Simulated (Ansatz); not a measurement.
# H$_{3}$S⁺, triplet along the distance S1-H3

Starting geometry (PBE0/def2-TZVP stationary point for this spin, not checked as a minimum):

| atom | x (Å) | y (Å) | z (Å) |
| --- | --- | --- | --- |
| S | 0.0000 | -0.0391 | 0.0000 |
| H | 0.0000 | 1.3184 | 0.0000 |
| H | 0.0000 | -0.0372 | 1.5201 |
| H | 0.0000 | -0.0372 | -1.5201 |

From there H3 moves along the line of the two atoms named below, all else staying in place; atoms are numbered as listed. Energies are in kcal/mol, counted from the starting geometry at the same level.

Basis 6-31G; Ansatz 0.2.0. Only valence electrons are correlated (noble-gas cores frozen). Prefix R: restricted or restricted open-shell reference; prefix U: unrestricted. Active spaces: valence = (8e, 7o) chosen from the atoms' valence shells.

Runs in a small pair space aren't shown, since their orbitals change along the scan.

Full CI is exact within this basis and frozen core; it isn't the basis-set limit. The frozen core follows each run's orbitals, which can shift R against U totals by a few meV.

```json
{"distance S1-H3 (Å)": "1.228", "full CI": "23.5", "unpaired electrons (full CI)": "2.02", "error UHF": "-4.1", "error UMP2": "-2.6", "error RCCSD": "-0.2", "error RCCSDT(Q)": "0.0", "error UCCSDTQ": "0.0", "error MRCISD (valence space)": "0.0"}
{"distance S1-H3 (Å)": "1.360", "full CI": "8.1", "unpaired electrons (full CI)": "2.02", "error UHF": "-1.8", "error UMP2": "-1.4", "error RCCSD": "-0.1", "error RCCSDT(Q)": "0.0", "error UCCSDTQ": "0.0", "error MRCISD (valence space)": "0.0"}
{"distance S1-H3 (Å)": "1.520", "full CI": "0.0", "unpaired electrons (full CI)": "2.03", "error UHF": "0.0", "error UMP2": "0.0", "error RCCSD": "0.0", "error RCCSDT(Q)": "0.0", "error UCCSDTQ": "0.0", "error MRCISD (valence space)": "0.0"}
{"distance S1-H3 (Å)": "1.694", "full CI": "-5.3", "unpaired electrons (full CI)": "2.03", "error UHF": "0.0", "error UMP2": "0.1", "error RCCSD": "0.0", "error RCCSDT(Q)": "0.0", "error UCCSDTQ": "0.0", "error MRCISD (valence space)": "0.0"}
{"distance S1-H3 (Å)": "1.860", "full CI": "-10.0", "unpaired electrons (full CI)": "2.03", "error UHF": "-1.0", "error UMP2": "-1.0", "error RCCSD": "-0.1", "error RCCSDT(Q)": "0.0", "error UCCSDTQ": "0.0", "error MRCISD (valence space)": "0.0"}
{"distance S1-H3 (Å)": "2.113", "full CI": "-16.4", "unpaired electrons (full CI)": "2.03", "error UHF": "-2.3", "error UMP2": "-2.3", "error RCCSD": "-0.2", "error RCCSDT(Q)": "0.0", "error UCCSDTQ": "0.0", "error MRCISD (valence space)": "0.0"}
{"distance S1-H3 (Å)": "2.478", "full CI": "-22.0", "unpaired electrons (full CI)": "2.03", "error UHF": "-3.2", "error UMP2": "-2.8", "error RCCSD": "-0.3", "error RCCSDT(Q)": "0.0", "error UCCSDTQ": "0.0", "error MRCISD (valence space)": "-0.1"}
{"distance S1-H3 (Å)": "2.785", "full CI": "-24.0", "unpaired electrons (full CI)": "2.03", "error UHF": "-3.5", "error UMP2": "-2.9", "error RCCSD": "-0.3", "error RCCSDT(Q)": "0.0", "error UCCSDTQ": "0.0", "error MRCISD (valence space)": "-0.1"}
{"distance S1-H3 (Å)": "3.289", "full CI": "-24.9", "unpaired electrons (full CI)": "2.03", "error UHF": "-3.7", "error UMP2": "-2.9", "error RCCSD": "-0.3", "error RCCSDT(Q)": "0.0", "error UCCSDTQ": "0.0", "error MRCISD (valence space)": "-0.1"}
{"distance S1-H3 (Å)": "4.029", "full CI": "-24.8", "unpaired electrons (full CI)": "2.03", "error UHF": "-3.8", "error UMP2": "-2.9", "error RCCSD": "-0.3", "error RCCSDT(Q)": "0.0", "error UCCSDTQ": "0.0", "error MRCISD (valence space)": "-0.1"}
{"distance S1-H3 (Å)": "5.128", "full CI": "-24.7", "unpaired electrons (full CI)": "2.03", "error UHF": "-3.8", "error UMP2": "-2.9", "error RCCSD": "-0.3", "error RCCSDT(Q)": "0.0", "error UCCSDTQ": "0.0", "error MRCISD (valence space)": "-0.1"}
```

Unpaired electrons are Σ n²(2−n)² over natural occupations. Errors are those of relative energies. In total energy the starting point itself misses full CI by: UHF 46.0, UMP2 14.4, RCCSD 0.7, RCCSDT(Q) 0.0, UCCSDTQ 0.0, MRCISD (valence space) 0.3 kcal/mol.

Spread of the error over the points with a reference, to 5.128 Å (largest less smallest): UCCSDTQ 0.0, RCCSDT(Q) 0.0, MRCISD (valence space) 0.1, RCCSD 0.3, UMP2 3.0, UHF 4.1 kcal/mol.

Going outwards, the relative energy of UHF first misses by more than 1.0 kcal/mol at 2.113 Å.

Going outwards, the relative energy of UMP2 first misses by more than 1.0 kcal/mol at 2.113 Å.
